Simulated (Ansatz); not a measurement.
C4H5N ((Z)-2-Butenenitrile): entropy by statistical mechanics

A singlet with charge 0, relaxed at PBE0-D4/def2-TZVP (Ansatz 0.2.0):

```xyz
10

C    -0.8744   -0.9034    0.3294
C     0.4995   -0.3708    0.4907
C     1.0003    0.7032   -0.1239
C     0.2459    1.4889   -1.0378
N    -0.3555    2.1335   -1.7802
H    -1.4649   -0.3098   -0.3688
H    -0.8410   -1.9371   -0.0283
H    -1.3887   -0.9254    1.2951
H     1.1583   -0.9034    1.1712
H     2.0204    1.0244    0.0527
```

Harmonic wavenumbers in cm⁻¹: 157, 160, 292, 403, 538, 674, 754, 923, 974, 988, 1067, 1127, 1257, 1390, 1426, 1469, 1473, 1710, 2357, 3045, 3102, 3147, 3176, 3207.

Masses in u: C 12.011, N 14.007, H 1.008. Take T = 298.15 K, p = 1 bar, R = 8.3145 J/(mol K), kT/hc = 207.22 cm⁻¹, rigid rotor and harmonic oscillator.

Task: Compute the standard molar entropy.

Result: 
1. Translation (Sackur–Tetrode): S = R[3/2 ln M + 5/2 ln T − 1.1517] with M = 67.091 gives 161.3 J/(mol K).
2. Rotation: principal moments 41.666, 143.699, 182.265 u Å² give A, B, C = 0.4046, 0.1173, 0.0925 cm⁻¹; the symmetry number is σ = 1; q = (√π/σ)√((kT/hc)³/ABC) = 79798; S = R(ln q + 3/2) = 106.3.
3. Vibration: with u = ν̃/207.22, each mode gives R[u/(eᵘ − 1) − ln(1 − e⁻ᵘ)]; the sum is 38.7, most from 157 cm⁻¹ (10.8), 160 cm⁻¹ (10.7), 292 cm⁻¹ (6.1).
4. Electronic: R ln 1 = 0.0, from the spin multiplicity alone.
5. Sum: 161.3 + 106.3 + 38.7 + 0.0 = 306.3 J/(mol K).

No measured value is set beside it here. Where a soft mode is a torsion, a harmonic oscillator describes it poorly.
